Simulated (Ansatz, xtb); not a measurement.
## Relative energy of two structures of CHAlB+

Structure X: a singlet given by its coordinates. Structure Y: a triplet given by its coordinates. Both are isolated ions in the gas phase, relaxed with B3LYP-D3(BJ)/def2-SVP.

X (Å):

```yaml
atoms:
  - { symbol: C, position_ang: [0.3546, 0.1001, -0.4349] }
  - { symbol: Al, position_ang: [-0.8535, -1.0465, 0.5573] }
  - { symbol: B, position_ang: [0.5723, -1.2654, -0.7570] }
  - { symbol: H, position_ang: [0.6673, 1.1330, -0.6247] }
```

Close contacts (Å): C1–Al2 1.94, C1–B3 1.42, Al2–B3 1.95, C1–H4 1.10.

Y (Å):

```xyz
4

C     0.0000    0.0000   -0.5309
Al    0.0000    0.0000   -2.3834
B     0.0000    0.0000    0.8661
H     0.0000    0.0000    2.0483
```

Close contacts (Å): C1–Al2 1.85, C1–B3 1.40, B3–H4 1.18.

Q: Estimate which is lower in electronic energy at CCSD(T)/def2-TZVPP, and by roughly how much.

A: Too close to call at this level: CCSD(T)/def2-TZVPP gives E(Y) − E(X) = −0.43 kcal/mol.

How the difference moves with the method:

```csv
level,geometry,E(Y) − E(X) (kcal/mol),departure from the last row (kcal/mol),"job, with rough time for the two"
HF/STO-3G,GFN2-xTB,−74.77,−74.33,"single point, 0.54 s"
r2SCAN-D4/def2-SVP,GFN2-xTB,−14.48,−14.04,"single point, 6.4 s"
B3LYP-D3(BJ)/def2-SVP,B3LYP-D3(BJ)/def2-SVP,−12.63,−12.20,"optimisation, 3.1 min"
HF/def2-TZVPP,B3LYP-D3(BJ)/def2-SVP,−51.84,−51.41,part of the CCSD(T) run
MP2/def2-TZVPP,B3LYP-D3(BJ)/def2-SVP,+0.12,+0.56,part of the CCSD(T) run
CCSD(T)/def2-TZVPP,B3LYP-D3(BJ)/def2-SVP,−0.43,,"single point, 16 s"
```

The largest departure from CCSD(T)/def2-TZVPP is that of HF/STO-3G, 74.33 kcal/mol. The triplet state of Y needn't be its ground state.

With harmonic frequencies from B3LYP-D3(BJ)/def2-SVP (ideal gas, rigid rotor, one conformer each, 298.15 K, 1 atm): the zero-point term adds −0.46 kcal/mol; ΔH is −0.57 and ΔG −0.71 kcal/mol.

The T1 diagnostic of structure X is large, so the coupled-cluster value is less sure. Open shells are spin-unrestricted, with notable spin contamination under HF/STO-3G. The correlated steps freeze 7 core orbitals. ΔG holds the spin degeneracy. Run with Ansatz 0.2.0, xtb 6.7.1; the last row on 1 thread of Arm Neoverse V2 on a shared host.
